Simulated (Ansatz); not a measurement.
Input for Ansatz (development build ahead of 0.2.0):

```yaml
crystal:
  periodic: [false, false, false]
  atoms:
    - { symbol: B, position_ang: [-0.00095, -0.04686, -0.89808] }
    - { symbol: "N", position_ang: [0.02711, -0.01006, 0.76034] }
    - { symbol: H, position_ang: [0.04797, -1.17299, -1.22974] }
    - { symbol: H, position_ang: [-1.04547, 0.57836, -1.28445] }
    - { symbol: H, position_ang: [0.98295, 0.5596, -1.23636] }
    - { symbol: H, position_ang: [0.03018, 0.95997, 1.12764] }
    - { symbol: H, position_ang: [-0.86852, -0.49624, 1.09827] }
    - { symbol: H, position_ang: [0.78073, -0.47087, 1.06403] }
basis:
  gaussian: { orbitals: STO-3G }
hamiltonian:
  xc: hf
correlation:
  method: mp2
  frozen_orbitals: { B: 1, H: 0, "N": 1 }
```

The input is written out in the form of the current development build from the run's settings.

Results

```json
{
  "Converged": "yes",
  "Reference energy": "-81.57495 hartree",
  "Correlation energy": "-0.10044 hartree",
  "Total energy": "-81.67538 hartree",
  "Spin squared of the determinant": "0.000"
}
```
